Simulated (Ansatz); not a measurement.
`COCCF` → `COCF` + `[CH2]` (triplet) at 298.15 K and 1 bar (formal loss of a carbene).

Calculated with Ansatz (gas phase, PBE0-D4/def2-TZVP geometries, no zero-point term in ΔE). CCSD(T)/CBS is the MP2 limit (def2-TZVPP, def2-QZVPP) plus CCSD(T) − MP2 in def2-TZVPP, frozen cores. This one scheme is used for every species. Triplets are unrestricted, without spin–orbit coupling. Each species was taken in one conformer, which may not be the lowest.

| species | CCSD(T)/CBS energy (Eh) | H − E (kJ/mol) | S (J/(mol·K)) |
| --- | --- | --- | --- |
| `COCCF` | -293.30628 | 284.9 | 323.6 |
| `COCF` | -254.05716 | 207.7 | 290.8 |
| `[CH2]` (triplet) | -39.09499 | 55.4 | 195.3 |

H − E and S are ideal-gas, rigid-rotor, harmonic terms from PBE0-D4/def2-TZVP, for one conformer and one mirror image of each species, with the whole ground term of open shells counted as degenerate. 1 Eh = 2625.50 kJ/mol, R = 8.31446 J/(mol·K).

Problem. By hand: ΔE, ΔH, ΔS and ΔG.

Solution. ΔE = (-254.05716) + (-39.09499) − (-293.30628) = 0.15413 Eh = 404.7 kJ/mol. Δ(H − E) = 207.7 + 55.4 − 284.9 = -21.8, so ΔH = 382.9 kJ/mol. ΔS = 290.8 + 195.3 − 323.6 = 162.5 J/(mol·K). ΔG = 382.9 − 298.15 × (162.5)/1000 = 334.5 kJ/mol.

Problem. By hand: the equilibrium constant, and the temperature at which ΔG would vanish if ΔH and ΔS stayed fixed.

Solution. log₁₀ K = −ΔG/(RT ln 10) = -58.6. ΔG = 0 at ΔH/ΔS = 2356 K.

The number of gas molecules changes by +1, which sets the sign of ΔS. A doubt of 5 kJ/mol in ΔE shifts log₁₀ K by 0.9 here. Other conformers and mirror images would add mixing entropy, several J/(mol·K) or more a flexible species. A triplet takes part, so the spin changes. These are equilibria of isolated gas molecules and say nothing of rates. Largest T1 diagnostic: 0.011 (customary marks: 0.02 for closed shells, 0.045 for open ones).
